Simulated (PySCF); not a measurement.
Gas-phase reaction: 4 AlHCl2 = 2 AlH2Cl + 3 Cl2 + 2 Al

Method: PySCF energies (xtb for GFN2) plus ideal-gas RRHO corrections (1 bar). † marks an energy on the PBE0/def2-TZVP geometry and frequencies; other levels use their own. MP2 freezes the core. Open shells (unrestricted): Al (multiplicity 2, electronic degeneracy 6); the rest are closed-shell singlets. GFN2 has no spin-polarisation term. Spin-orbit splitting is ignored; it lowers the true energy and changes the entropy of Al. B3LYP is the form with VWN-RPA correlation. AlHCl2, AlH2Cl: computed as isolated molecules; such fragments, hydroxides, amides, oligomers or adducts are transient or little studied in the gas. MP2 isn't extrapolated to the basis-set limit; its ΔH°(298 K) is 1982.1 kJ in def2-SVP and 1941.1 kJ in def2-TZVPP. The harmonic model lacks anharmonicity and excited electronic states, which grow with temperature; levels with a mode under 35 cm⁻¹ are left out.

| level | ΔE electronic, kJ | ΔH°(298 K), kJ | ΔS°(298 K), J/K | ΔG°(2000 K), kJ |
|---|---|---|---|---|
| B3LYP/def2-TZVP† | 1804 | 1795 | 350 | 1111 |
| BLYP/def2-TZVP† | 1737 | 1728 | 350 | 1044 |
| GFN2-xTB | 2175 | 2164 | 348 | 1481 |
| HF/def2-TZVP† | 1833 | 1824 | 350 | 1140 |
| MP2/def2-SVP† | 1991 | 1982 | 350 | 1298 |
| MP2/def2-TZVPP† | 1950 | 1941 | 350 | 1257 |
| PBE/def2-TZVP† | 1776 | 1767 | 350 | 1083 |
| PBE0/def2-QZVP† | 1834 | 1824 | 350 | 1140 |
| PBE0/def2-SVP† | 1916 | 1907 | 350 | 1223 |
| LDA/def2-TZVP† | 1867 | 1858 | 350 | 1173 |
| ωB97M-V/def2-TZVP† | 1878 | 1869 | 350 | 1184 |
ΔH° is lowest at BLYP/def2-TZVP† and highest at GFN2-xTB. No reference value is set beside these.
